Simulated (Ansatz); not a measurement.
Ligand exchange: MgHCl + CH5N → MgH(NH2) + CH3Cl

Species: MgHCl `[MgH][Cl]`, singlet; CH5N (methylamine) `CN`, singlet; MgH(NH2), singlet; CH3Cl `CCl`, singlet. The partners trade Cl for NH2: Mg–Cl and C–NH2 bonds give way to Mg–NH2 and C–Cl.

Shapes, held fixed at every level: PBE0-D4/def2-TZVP. Programs: Ansatz 0.2.0. The zero-point and thermal change to 298 K, harmonic and unscaled (PBE0-D4/def2-TZVP), is -8.9 kJ/mol.

Task: Estimate ΔH(298 K) of this reaction.

Result: The highest level, CCSD(T)/def2-TZVPP, gives ΔH(298 K) = +120.8 kJ/mol; the levels span +120.8 to +144.2. The column of differences is taken from that level and isn't an error. No measured value is set beside it here. Correlated rows may include outer-core shells of Mg, which these sets cover unevenly.

```csv
level,kind,ΔH(298 K) (kJ/mol),less CCSD(T)/def2-TZVPP
HF/def2-TZVPP,Hartree–Fock,+143.6,+22.8
r2SCAN-D4/def2-TZVPP,meta-GGA,+124.3,+3.5
B3LYP-D4/def2-TZVPP,global hybrid,+121.4,+0.6
r2SCAN0-D4/def2-TZVPP,global hybrid,+129.4,+8.6
wB97X-V/def2-TZVPP,range-separated hybrid,+125.2,+4.4
B2PLYP/def2-TZVPP,double hybrid,+121.3,+0.5
CCSD(T)/def2-SVP,coupled cluster or CI,+144.2,+23.4
CCSD(T)/def2-TZVPP,coupled cluster or CI,+120.8,0.0
```
